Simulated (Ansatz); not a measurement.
## CH2N2 (cyanamide): where methods fail along a bond

CH2N2: 5 atoms, total charge 0, spin state singlet. SMILES: `N#CN`. The coordinates come from a PBE0-D4/def2-TZVP relaxation.

```xyz
5

N     0.4478   -1.2705    1.3455
C     0.2167   -0.5238    0.4964
N    -0.0080    0.3138   -0.5187
H    -0.9000    0.2051   -0.9766
H     0.2434    1.2753   -0.3466
```

The N3–H4 distance is scanned; the parts on either side stay rigid. Basis STO-3G, 3 core orbitals frozen in the correlated methods; program Ansatz 0.2.0. FCI is exact within this basis and core. Energies in eV from each method's value at 1.009 Å; methods without a U are spin-restricted. The shape above is that at 1.009 Å.

| distance (Å) | HF | r2SCAN | PBE0 | B3LYP | wB97X | B2PLYP | FCI |
| --- | --- | --- | --- | --- | --- | --- | --- |
| 1.009 | 0.00 | 0.00 | 0.00 | 0.00 | 0.00 | 0.00 | 0.00 |
| 1.261 | 1.10 | 0.76 | 0.81 | 0.74 | 0.84 | 0.80 | 0.72 |
| 1.513 | 3.25 | 2.39 | 2.54 | 2.38 | 2.63 | 2.53 | 2.28 |
| 2.017 | 7.26 | 5.16 | 5.56 | 5.26 | 5.90 | 5.44 | 4.17 |
| 2.522 | 9.69 | 6.56 | 7.18 | 6.80 | 7.86 | 6.56 | 4.37 |

Departure from the FCI curve at its largest: HF +5.31 eV at 2.52 Å; r2SCAN +2.19 eV at 2.52 Å; PBE0 +2.80 eV at 2.52 Å; B3LYP +2.43 eV at 2.52 Å; wB97X +3.49 eV at 2.52 Å; B2PLYP +2.19 eV at 2.52 Å. Restricted functionals keep the electrons paired too, and rise too high. Restricted Hartree–Fock keeps the electrons paired, so it rises far too high as the bond breaks.
